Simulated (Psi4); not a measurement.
**Si2H3Cl (SMILES [SiH3][Si]Cl): UB2PLYP/6-311+G(d,p) (density fitting for correlation)**

Aim: the energy change on altering one bond length of Si2H3Cl at UB2PLYP/6-311+G** (density fitting for correlation), from 2 runs. 

The calculation is run with Psi4 1.11.

2 further runs of the same task are left out: 2 set aside as unsound or not needed.

**1. The structure to begin with**

Si2H3Cl: 6 atoms, total charge 0, spin state triplet. SMILES: `[SiH3][Si]Cl`. The shape is that of a GFN2-xTB optimisation.

Bond lengths: Si1–Si2 2.282 Å, Si2–Cl3 2.082 Å, Si1–H4 1.472 Å, Si1–H5 1.472 Å, Si1–H6 1.462 Å. Angles: Si1–Si2–Cl3 116.4°, Si2–Si1–H4 116.2°, Si2–Si1–H5 116.2°, Si2–Si1–H6 101.9°, H4–Si1–H5 104.3°, H4–Si1–H6 109.0°, H5–Si1–H6 108.9°.

**2. A single-point energy at UB2PLYP/6-311+G(d,p) (density fitting for correlation)**

File clh3si2.py:

```python
import psi4

psi4.set_memory(1600000000)
psi4.set_num_threads(1)
psi4.set_output_file('clh3si2.out', False)

geom = psi4.geometry("""
0 3
Si    -0.97559001     0.76072815    -0.50028609
Si     2.20631194    -0.32149911     2.20285374
Cl     3.97689083    -3.77019259     1.52672863
H     -0.26849229     1.06019305    -3.17319031
H     -3.17417297    -0.94166943    -0.55625978
H     -1.76494751     3.21242103     0.50015381
units au
symmetry c1
""")

psi4.set_options({
    'basis': '6-311+G**',
    'reference': 'uks',
    'puream': True,
    'e_convergence': 1e-09,
    'd_convergence': 1e-08,
    'scf_type': 'pk',
    'dft_radial_points': 99,
    'dft_spherical_points': 590,
    'num_frozen_docc': 15,
    'maxiter': 200,
})

E = psi4.energy("b2plyp")
print(f'total energy {E:.8f} hartree = {E * 27.211386:.5f} eV')
```

Started as:

```bash
$ python clh3si2.py
```

clh3si2.out:

```text
[...]
  Running in c1 symmetry.
[...]
  Nuclear repulsion =  168.923116365150207
[...]
  Multiplicity = 3
[...]
  Nalpha       = 25
  Nbeta        = 23
[...]
    Number of basis functions: 108
[...]
   @UKS iter   1: -1040.39695291351472   -3.97565e-01   3.52962e-03 ADIIS/DIIS
[...]
   @UKS iter  13: -1040.45078880055803   -5.91172e-12   3.85649e-09 DIIS
[...]
   @S^2 Observed:                2.005488614E+00
[...]
    Orbital Energies [Eh]
    ---------------------
    Alpha Occupied:
       1A   -102.927373     2A    -67.275584     3A    -67.239510
       4A     -9.922652     5A     -7.563153     6A     -7.558646
       7A     -7.558594     8A     -5.678929     9A     -5.647209
      10A     -3.936076    11A     -3.934823    12A     -3.930057
      13A     -3.903467    14A     -3.900731    15A     -3.900458
      16A     -0.950684    17A     -0.669063    18A     -0.569236
      19A     -0.444902    20A     -0.430903    21A     -0.426573
      22A     -0.411387    23A     -0.404568    24A     -0.307079
      25A     -0.241765
    Alpha Virtual:
[...]
  @UKS Final Energy: -1040.45078880055803
   => Energetics <=
    Nuclear Repulsion Energy =            168.9231163651502072
    One-Electron Energy =               -1775.8286575767306203
    Two-Electron Energy =                 600.4128013822055436
    DFT Exchange-Correlation Energy =     -33.9580489711832740
    Empirical Dispersion Energy =           0.0000000000000000
    VV10 Nonlocal Energy =                  0.0000000000000000
    Total Energy =                      -1040.4507888005580298
[...]
 Multipole Moments:
 ------------------------------------------------------------------------------------
     Multipole            Electronic (a.u.)      Nuclear  (a.u.)        Total (a.u.)
 ------------------------------------------------------------------------------------
 L = 1.  Multiply by 2.5417464519 to convert [e a0] to [Debye]
 Dipole X            :          5.9469115           -6.3348639           -0.3879524
 Dipole Y            :         -4.1761631            4.7539847            0.5778216
 Dipole Z            :          3.4023986           -3.3906222            0.0117763
 Magnitude           :                                                    0.6960773
[...]
```

On the terminal:

```text
total energy -1040.55161208 hartree = -28314.85157 eV
```

It took 35 s on 1 thread of AMD EPYC 7R43 (Zen 3), shared host; peak memory 0.58 GiB.

**3. The distorted shape at the same level**

File input.json:

```json
{
  "schema_name": "qcschema_input",
  "schema_version": 1,
  "molecule": {
    "schema_name": "qcschema_molecule",
    "schema_version": 2,
    "symbols": ["Si", "Si", "Cl", "H", "H", "H"],
    "geometry": [-0.02835156, -2.18133354, -1.70082721, 3.15355039, -3.2635608, 1.00231263, 4.92412928, -6.71225428, 0.32618752, 0.67874616, -1.88186864, -4.37373143, -2.22693452, -3.88373112, -1.7568009, -1.76494751, 3.21242103, 0.50015381],
    "molecular_charge": 0,
    "molecular_multiplicity": 3,
    "fix_symmetry": "c1",
    "fix_com": true,
    "fix_orientation": true
  },
  "driver": "energy",
  "model": {
    "method": "b2plyp",
    "basis": "6-311+G**"
  },
  "keywords": {
    "reference": "uks",
    "puream": true,
    "e_convergence": 1e-09,
    "d_convergence": 1e-08,
    "scf_type": "pk",
    "dft_radial_points": 99,
    "dft_spherical_points": 590,
    "num_frozen_docc": 15,
    "maxiter": 200
  }
}
```

Started as:

```bash
$ psi4 --qcschema input.json -n 1 --memory 1600MB
```

stdout:

```text
[...]
  Running in c1 symmetry.
[...]
  Nuclear repulsion =  164.746272823597423
[...]
  Multiplicity = 3
[...]
  Nalpha       = 25
  Nbeta        = 23
[...]
    Number of basis functions: 108
[...]
   @UKS iter   1: -1040.18153433530051   -4.15404e-01   3.85221e-03 ADIIS/DIIS
[...]
   @UKS iter  22: -1040.32531838653131   -1.25056e-11   8.36051e-09 DIIS
[...]
   @S^2 Observed:                2.004431818E+00
[...]
    Orbital Energies [Eh]
    ---------------------
    Alpha Occupied:
       1A   -102.929298     2A    -67.279344     3A    -67.226679
       4A     -9.925190     5A     -7.565073     6A     -7.561551
       7A     -7.560061     8A     -5.680708     9A     -5.636635
      10A     -3.935095    11A     -3.932672    12A     -3.929047
      13A     -3.895920    14A     -3.888453    15A     -3.888418
      16A     -0.951785    17A     -0.651460    18A     -0.548960
      19A     -0.432065    20A     -0.424895    21A     -0.412530
      22A     -0.406831    23A     -0.403684    24A     -0.274451
      25A     -0.259922
    Alpha Virtual:
[...]
  @UKS Final Energy: -1040.32531838653131
   => Energetics <=
    Nuclear Repulsion Energy =            164.7462728235974225
    One-Electron Energy =               -1767.5004376693468657
    Two-Electron Energy =                 596.3446350803109226
    DFT Exchange-Correlation Energy =     -33.9157886210926875
    Empirical Dispersion Energy =           0.0000000000000000
    VV10 Nonlocal Energy =                  0.0000000000000000
    Total Energy =                      -1040.3253183865313076
[...]
 Multipole Moments:
 ------------------------------------------------------------------------------------
     Multipole            Electronic (a.u.)      Nuclear  (a.u.)        Total (a.u.)
 ------------------------------------------------------------------------------------
 L = 1.  Multiply by 2.5417464519 to convert [e a0] to [Debye]
 Dipole X            :       -124.6464814          124.1498455           -0.4966359
 Dipole Y            :        193.3374640         -192.8900222            0.4474417
 Dipole Z            :          9.6560721           -9.8643948           -0.2083227
 Magnitude           :                                                    0.7001783
[...]
```

The result, in JSON:

```text
{
 "driver": "energy",
 "model": {
  "method": "b2plyp",
  "basis": "6-311+G**"
 },
 "success": true,
 "return_result": -1040.4254095010758,
 "properties": {
  "calcinfo_nbasis": 108,
  "calcinfo_nmo": 108,
  "calcinfo_nalpha": 25,
  "calcinfo_nbeta": 23,
  "calcinfo_natom": 6,
  "nuclear_repulsion_energy": 164.74627282359742,
  "return_energy": -1040.4254095010758,
  "scf_one_electron_energy": -1767.5004376693469,
  "scf_two_electron_energy": 596.3446350803109,
  "scf_xc_energy": -33.91578862109269,
  "scf_dipole_moment": [-0.49663585939467225, 0.4474417366630803, -0.2083226780231726],
  "scf_total_energy": -1040.3253183865313,
  "scf_iterations": 22
 }
}
```

Run time: 65 s. Hardware: 1 thread of AMD EPYC 7R43 (Zen 3), shared host; peak memory 0.58 GiB.

**4. Outcome**

Level: UB2PLYP/6-311+G** (density fitting for correlation), 15 core orbitals frozen.

```
                                                                 quantity           value
                                                first shape: total energy  -1040.55161 Eh
    first shape: HOMO energy (SCF part's orbitals) (highest over α and β)        -6.58 eV
     first shape: LUMO energy (SCF part's orbitals) (lowest over α and β)        -2.67 eV
                                                        first shape: ⟨S²⟩           2.005
                                            distorted shape: total energy  -1040.42541 Eh
distorted shape: HOMO energy (SCF part's orbitals) (highest over α and β)        -7.02 eV
 distorted shape: LUMO energy (SCF part's orbitals) (lowest over α and β)        -2.42 eV
                                                    distorted shape: ⟨S²⟩           2.004
       energy change with the Si1–H6 bond stretched from 1.462 to 3.217 Å        3.434 eV
```

With the Si1–H6 bond stretched from 1.462 to 3.217 Å the energy rises by 3.43 eV (79 kcal/mol). The first shape isn't relaxed at this level, so the change isn't measured from a minimum.
